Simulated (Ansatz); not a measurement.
# One shape, several levels: HNO2 (nitrous acid)

Wanted: a comparison of 6 runs (UHF/STO-3G, r2SCAN0/STO-3G, UMP2/STO-3G, CCSDT/STO-3G, CCSDTQ/STO-3G, CCSD(T)/STO-3G) of HNO2 (nitrous acid). 

The results are computed with Ansatz 0.2.0.

54 further runs of the same task are left out: 1 that didn't finish, 53 set aside as unsound or not needed.

## (1) The structure to begin with

HNO2: 4 atoms, total charge 0, spin state singlet. As SMILES, `O=NO`. The O3–N2 distance was set to 1.741 Å, away from the relaxed value.

Bond lengths: O1–N2 1.181 Å, O3–H4 0.968 Å. A long bond or contact: N2–O3 1.741 Å.

## (2) A single-point energy at UHF/STO-3G (run 1)

input.yaml reads:

```yaml
crystal:
  periodic: [false, false, false]
  atoms:
    - symbol: O
      position_ang: [0.593836, -0.161132, 1.694458]
    - symbol: N
      position_ang: [0.488446, -0.618242, 0.610428]
    - symbol: O
      position_ang: [-0.357270, 0.415910, -0.505360]
    - symbol: H
      position_ang: [-0.386730, -0.050180, -1.353230]
basis:
  gaussian:
    orbitals: STO-3G
magnetization:
  spin_polarized: true
hamiltonian:
  xc: hf
accuracy: high
```

Started as:

```sh
ansatz run input.yaml --threads 1 --pin off --max-ram 2610MiB --events-out events.jsonl --progress --plain --runs-dir runs
```

The program printed:

```text
Warning: RAYON_NUM_THREADS=1 ignored (pool sized by the plan → 1); use --threads N
Functional definition: HF
  name "HF"
  exchange = exact_x
  correlation = 0
273 factors; integrals over basis functions are off by at most 2.3e-8 eV
mean field evaluation 1: about -5487.9034 eV, gradient 2.2e1 eV
mean field evaluation 2: about -5488.0322 eV, gradient 2.2e1 eV
mean field evaluation 4: about -5492.3183 eV, gradient 3.5e0 eV
mean field evaluation 8: about -5492.6068 eV, gradient 9.0e-2 eV
mean field evaluation 16: about -5492.5962 eV, gradient 2.0e-8 eV
mean field evaluation 32: about -5493.6787 eV, gradient 3.6e-2 eV
mean field evaluation 64: about -5493.6572 eV, gradient 2.2e-6 eV
mean field evaluation 96: about -5493.6038 eV, gradient 1.7e-1 eV
mean field evaluation 128: about -5492.7907 eV, gradient 6.2e-1 eV
mean field evaluation 160: about -5493.3414 eV, gradient 1.2e0 eV
mean field evaluation 192: about -5492.5962 eV, gradient 3.9e-3 eV
mean field -5493.65720276 eV, -201.8881784667 hartree, gradient 1.6e-8 eV, S^2 0.973418; 8 other end points of the search recorded, 0 dependent functions left out
reference -5493.65720276 eV, -201.8881784667 hartree; 12, 12 occupied and 4, 4 virtual orbitals, 273 factors
Total energy: -5493.65720276 eV, -201.8881784667 hartree
```

Run time: 0.22 s. Hardware: 1 thread of Intel Xeon Platinum 8559C (Emerald Rapids), shared host.

## (3) A single-point energy at r2SCAN0/STO-3G (run 2)

job.yaml reads:

```yaml
crystal:
  periodic: [false, false, false]
  atoms:
    - symbol: O
      position_ang: [0.593836, -0.161132, 1.694458]
    - symbol: "N"
      position_ang: [0.488446, -0.618242, 0.610428]
    - symbol: O
      position_ang: [-0.357270, 0.415910, -0.505360]
    - symbol: H
      position_ang: [-0.386730, -0.050180, -1.353230]
basis:
  gaussian:
    orbitals: STO-3G
hamiltonian:
  xc: {name: r2SCAN0}
accuracy: high
```

Started as:

```sh
ansatz run job.yaml --threads 1 --pin off --max-ram 2610MiB --events-out events.jsonl --progress --plain --runs-dir runs
```

The program printed:

```text
Warning: RAYON_NUM_THREADS=1 ignored (pool sized by the plan → 1); use --threads N
Functional definition: r2SCAN0
  name "r2SCAN0"
  parameter a = 0.25
  parameter k0 = 0.174
  parameter k1 = 0.065
  parameter a1 = 4.9479
  exchange = (1 - a)*r2scan_x(k0 = k0, k1 = k1, a1 = a1) + a*exact_x
  correlation = r2scan_c
273 factors; integrals over basis functions are off by at most 2.3e-8 eV
mean field evaluation 1: about -5514.0519 eV, gradient 2.8e1 eV
mean field evaluation 2: about -5434.6674 eV, gradient 1.2e2 eV
mean field evaluation 4: about -5516.7101 eV, gradient 1.4e1 eV
mean field evaluation 8: about -5517.5797 eV, gradient 3.8e-1 eV
mean field evaluation 16: about -5517.5647 eV, gradient 1.3e-4 eV
mean field -5517.56465435 eV, -202.7667611077 hartree, gradient 1.5e-8 eV, S^2 0.000000; 0 other end points of the search recorded, 0 dependent functions left out
reference -5517.56465453 eV, -202.7667611142 hartree; 12, 12 occupied and 4, 4 virtual orbitals, 273 factors
Total energy: -5517.56465453 eV, -202.7667611142 hartree
```

Wall time 1 s (1 thread of Intel Xeon Platinum 8559C (Emerald Rapids), shared host); peak memory 0.14 GiB.

## (4) The energy at UMP2/STO-3G (run 3)

molecule.yaml reads:

```yaml
crystal:
  periodic: [false, false, false]
  atoms:
    - symbol: O
      position_ang: [0.593836, -0.161132, 1.694458]
    - symbol: N
      position_ang: [0.488446, -0.618242, 0.610428]
    - symbol: O
      position_ang: [-0.357270, 0.415910, -0.505360]
    - symbol: H
      position_ang: [-0.386730, -0.050180, -1.353230]
basis:
  gaussian:
    orbitals: STO-3G
magnetization:
  spin_polarized: true
  initial_magnetization: 0
correlation:
  method: mp2
  frozen_orbitals: {H: 0, "N": 1, O: 1}
accuracy: high
```

Started as:

```sh
ansatz run molecule.yaml --threads 1 --pin off --max-ram 2610MiB --events-out events.jsonl --progress --plain --runs-dir runs
```

The program printed:

```text
Warning: RAYON_NUM_THREADS=1 ignored (pool sized by the plan → 1); use --threads N
Functional definition: HF
  name "HF"
  exchange = exact_x
  correlation = 0
273 factors; integrals over basis functions are off by at most 2.3e-8 eV
mean field evaluation 1: about -5487.9034 eV, gradient 2.2e1 eV
mean field evaluation 2: about -5488.0322 eV, gradient 2.2e1 eV
mean field evaluation 4: about -5492.3183 eV, gradient 3.5e0 eV
mean field evaluation 8: about -5492.6068 eV, gradient 9.0e-2 eV
mean field evaluation 16: about -5492.5962 eV, gradient 2.0e-8 eV
mean field evaluation 32: about -5493.6787 eV, gradient 3.6e-2 eV
mean field evaluation 64: about -5493.4868 eV, gradient 4.9e-3 eV
mean field evaluation 96: about -5493.6426 eV, gradient 3.7e-1 eV
mean field evaluation 128: about -5493.6773 eV, gradient 1.5e-1 eV
mean field evaluation 160: about -5492.5962 eV, gradient 1.1e-4 eV
mean field -5493.65720276 eV, -201.8881784667 hartree, gradient 1.6e-8 eV, S^2 0.973418; 13 other end points of the search recorded, 0 dependent functions left out
3 core orbitals not correlated: weight in the atoms' cores, before any rotation towards them, 1.000 or more for the frozen orbitals, at most 0.000 for the correlated occupied ones
reference -5493.65720276 eV, -201.8881784667 hartree; 9, 9 occupied and 4, 4 virtual orbitals, 273 factors
second order -2.83496157 eV of doubles, -0.00000000 eV of singles
Total energy: -5496.49216433 eV, -201.9923613828 hartree
```

Wall time 0.28 s (1 thread of Intel Xeon Platinum 8559C (Emerald Rapids), shared host).

Runs 4 to 5 aren't shown in full; the table further down has their settings and results.

## (5) A single-point energy at CCSD(T)/STO-3G (run 6)

input.yaml reads:

```yaml
crystal:
  periodic: [false, false, false]
  atoms:
    - symbol: O
      position_ang: [0.593836, -0.161132, 1.694458]
    - symbol: "N"
      position_ang: [0.488446, -0.618242, 0.610428]
    - symbol: O
      position_ang: [-0.357270, 0.415910, -0.505360]
    - symbol: H
      position_ang: [-0.386730, -0.050180, -1.353230]
basis:
  gaussian: {orbitals: STO-3G}
correlation: {method: ccsd_t, frozen_orbitals: {H: 0, "N": 1, O: 1}}
accuracy: high
scf: {omitted_lower_state_checks: [cluster_reference, increment]}
```

Started as:

```sh
ansatz run input.yaml --threads 1 --pin off --max-ram 2610MiB --events-out events.jsonl --progress --plain --runs-dir runs
```

The program printed:

```text
Warning: RAYON_NUM_THREADS=1 ignored (pool sized by the plan → 1); use --threads N
Functional definition: HF
  name "HF"
  exchange = exact_x
  correlation = 0
these checks for a lower state are left out or cut short: cluster_reference, increment
273 factors; integrals over basis functions are off by at most 2.3e-8 eV
mean field evaluation 1: about -5487.9034 eV, gradient 3.1e1 eV
mean field evaluation 2: about -5488.0322 eV, gradient 3.1e1 eV
mean field evaluation 4: about -5492.3183 eV, gradient 4.9e0 eV
mean field evaluation 8: about -5492.6068 eV, gradient 1.3e-1 eV
mean field -5492.59618046 eV, -201.8491866165 hartree, gradient 1.6e-8 eV, S^2 0.000000; 0 other end points of the search recorded, 0 dependent functions left out; unrestricted orbitals would lower it
3 core orbitals not correlated: weight in the atoms' cores, before any rotation towards them, 1.000 or more for the frozen orbitals, at most 0.000 for the correlated occupied ones
reference -5492.59618046 eV, -201.8491866165 hartree; 9, 9 occupied and 4, 4 virtual orbitals, 273 factors
second order -5.35997743 eV of doubles, -0.00000000 eV of singles
cycle   1  -5.73942080 eV  change   -3.8e-1 eV  update   1.3e-1
cycle   2  -6.12404720 eV  change   -3.8e-1 eV  update   5.2e-2
cycle   3  -6.31681116 eV  change   -1.9e-1 eV  update   3.1e-2
cycle   4  -6.32931759 eV  change   -1.3e-2 eV  update   8.0e-3
cycle   5  -6.33197903 eV  change   -2.7e-3 eV  update   4.2e-3
cycle   6  -6.33069140 eV  change    1.3e-3 eV  update   1.9e-3
cycle   7  -6.32978668 eV  change    9.0e-4 eV  update   1.2e-3
cycle   8  -6.32834316 eV  change    1.4e-3 eV  update   7.1e-4
cycle   9  -6.32856205 eV  change   -2.2e-4 eV  update   2.8e-4
cycle  10  -6.32845513 eV  change    1.1e-4 eV  update   8.6e-5
cycle  11  -6.32840026 eV  change    5.5e-5 eV  update   3.3e-5
cycle  12  -6.32838913 eV  change    1.1e-5 eV  update   1.2e-5
cycle  13  -6.32840461 eV  change   -1.5e-5 eV  update   5.4e-6
cycle  14  -6.32840630 eV  change   -1.7e-6 eV  update   2.0e-6
cycle  15  -6.32840671 eV  change   -4.1e-7 eV  update   7.4e-7
cycle  16  -6.32840477 eV  change    1.9e-6 eV  update   2.7e-7
cycle  17  -6.32840489 eV  change   -1.2e-7 eV  update   8.8e-8
cycle  18  -6.32840494 eV  change   -5.1e-8 eV  update   5.3e-8
cycle  19  -6.32840374 eV  change    1.2e-6 eV  update   2.4e-7
cycle  20  -6.32840367 eV  change    7.1e-8 eV  update   1.1e-7
cycle  21  -6.32840361 eV  change    6.3e-8 eV  update   3.8e-8
cycle  22  -6.32840361 eV  change   8.2e-10 eV  update   1.5e-8
cycle  23  -6.32840359 eV  change    2.1e-8 eV  update   9.1e-9
cycle  24  -6.32840359 eV  change  -9.6e-11 eV  update   6.8e-9
cycle  25  -6.32840359 eV  change  -9.4e-10 eV  update   4.7e-9
cycle  26  -6.32840359 eV  change   -7.2e-9 eV  update   2.9e-9
cycle  27  -6.32840360 eV  change  -3.1e-10 eV  update   1.2e-9
perturbative correction -0.28294729 eV, -0.0103981211 hartree
Total energy: -5499.20753134 eV, -202.0921492801 hartree
Checks for a lower state left out: cluster_reference, increment
```

It took 0.12 s on 1 thread of Intel Xeon Platinum 8559C (Emerald Rapids), shared host.

## (6) The series

```csv
run,level,frozen core orbitals,energy (Eh),wall time
1,UHF/STO-3G,–,-201.888178,0.22 s
2,r2SCAN0/STO-3G,–,-202.766761,1 s
3,UMP2/STO-3G,3,-201.992361,0.28 s
4,CCSDT/STO-3G,3,-202.095894,0.24 s
5,CCSDTQ/STO-3G,3,-202.097734,6.3 s
6,CCSD(T)/STO-3G,3,-202.092149,0.12 s
```

## (7) Results

| quantity | value |
| --- | --- |
| run 6: total energy | -202.09215 Eh |
| run 6: correlation energy (3 core orbitals frozen) | -243.0 mEh |
| run 6: (T) correction | -10.40 mEh |
| run 6: T1 diagnostic | 0.025 |

**Reading.** Below the UHF energy at the same shape and in the same basis (STO-3G): UMP2 -104.2 mEh; CCSDT -207.7 mEh; CCSDTQ -209.6 mEh; CCSD(T) -204.0 mEh. Some of these start from another determinant than that one, so these aren't their correlation energies. In runs 4, 5, 6 the log says that unrestricted orbitals would lower the reference, so the values rest on an unstable closed-shell determinant (other closed-shell runs at this shape may share the fault). In runs 1, 2, 3, 4, 5, 6 the basis is minimal, so the values are rough. Spin contamination of the reference: run 1 ⟨S²⟩ = 0.97, run 3 ⟨S²⟩ = 0.97. Where it is this large, the reference is a mixture of spin states, and values that rest on it are in doubt. All runs together took 8.2 s, the longest 6.3 s.
